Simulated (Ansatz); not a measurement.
A nudged elastic band was laid between two geometries of H₆NSi₂ (9 atoms, charge 0, multiplicity 2).

The calculation used UKS PBE/STO-3G in Ansatz.

```yaml
movable_images: 7
climbing_image: yes
spring: 5.0 eV/Å²
optimiser: quadratic models (default)
start_path: through a guess of the saddle point
force_threshold: 0.03 eV/Å
iteration_limit: 60
end_points: relaxed
```

Image 0:

```xyz
9
Properties=species:S:1:pos:R:3
N -1.885 0.250 -0.917
Si -0.094 0.608 -0.538
Si 0.726 -0.893 0.935
H -2.123 1.161 -1.489
H 0.646 0.558 -1.800
H 0.047 1.975 -0.033
H 2.137 -0.635 1.185
H 0.605 -2.251 0.430
H 0.029 -0.819 2.210
```

Image 8:

```xyz
9
Properties=species:S:1:pos:R:3
N -1.221 0.477 -1.173
Si 0.355 0.924 -0.445
Si 0.854 -0.801 0.950
H -1.667 1.266 -1.719
H -1.159 -0.323 -1.864
H -0.049 2.066 0.395
H 2.149 -0.596 1.586
H 0.941 -2.064 0.228
H -0.116 -0.994 2.024
```

Task: What changes between the two ends?

Result: Bonds broken: Si2–H5. Bonds formed: N1–H5.

Task: Give the energies along the band, and the barrier.

Result: The forces met the threshold. The highest image is number 4 of 0 to 8, 191.2 kJ/mol above the first end and 217.8 kJ/mol above the last; the last end lies 26.6 kJ/mol below the first. Neighbouring images differ by up to 1.2 eV, so the band resolves the path poorly. A vibrational analysis at the climbing image gives one clearly imaginary mode, 1933i cm⁻¹: a first-order saddle point. Limits of this set-up: minimal basis.

```
image  path coordinate (Å)  energy (kJ/mol)  Si2–H5 (Å)  N1–H5 (Å)
    0                 0.00              0.0        1.46       2.70
    1                 0.38              0.2        1.46       2.69
    2                 0.77             20.8        1.46       2.35
    3                 1.15             98.0        1.48       1.92
    4                 1.54            191.2        1.59       1.46
    5                 1.97             73.1        1.92       1.11
    6                 2.40             -1.4        2.24       1.06
    7                 2.83            -24.0        2.41       1.06
    8                 3.26            -26.6        2.42       1.06
```

Task: What is the geometry of the highest image?

Result: 
```xyz
9
Properties=species:S:1:pos:R:3
N -1.617 0.247 -1.200
Si 0.023 0.674 -0.439
Si 0.806 -0.878 0.999
H -1.921 1.262 -1.487
H -0.352 0.296 -1.934
H 0.161 2.059 0.043
H 2.164 -0.550 1.409
H 0.832 -2.197 0.386
H -0.008 -0.960 2.207
```

The run took 80 s on 1 CPU thread of a shared host.
